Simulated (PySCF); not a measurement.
## Gas-phase thermal properties of CS2

Method: PySCF energies (xtb for GFN2) plus ideal-gas RRHO corrections (1 bar). Table values come from the NASA 1993 polynomials. 6-31G* has spherical d functions here. All species are closed-shell singlets. B3LYP is the form with VWN-RPA correlation. The harmonic model lacks anharmonicity and excited electronic states, which grow with temperature; levels with a mode under 35 cm⁻¹ are left out.

| level | point group | σ | ZPE (kJ/mol) | S°298 (J/mol/K) | Cp298 (J/mol/K) | S°1000 (J/mol/K) | H1000 − H298 (kJ/mol) |
|---|---|---|---|---|---|---|---|
| table | - | - | - | 238.0 | 45.7 | 302.4 | 38.3 |
| B3LYP/6-31G* | D∞h | 2 | 18.2 | 237.7 | 45.3 | 301.4 | 37.9 |
| GFN2-xTB | D∞h | 2 | 17.7 | 241.1 | 46.7 | 305.3 | 38.0 |
| HF/6-31G* | D∞h | 2 | 19.1 | 236.1 | 44.1 | 299.1 | 37.5 |
| PBE/def2-SVP | D∞h | 2 | 18.0 | 238.3 | 45.6 | 302.2 | 37.9 |
| PBE0/def2-TZVP | D∞h | 2 | 18.6 | 237.2 | 44.9 | 300.6 | 37.7 |
σ: rotational symmetry number. Electronic degeneracy used: 1. Frequencies are unscaled.
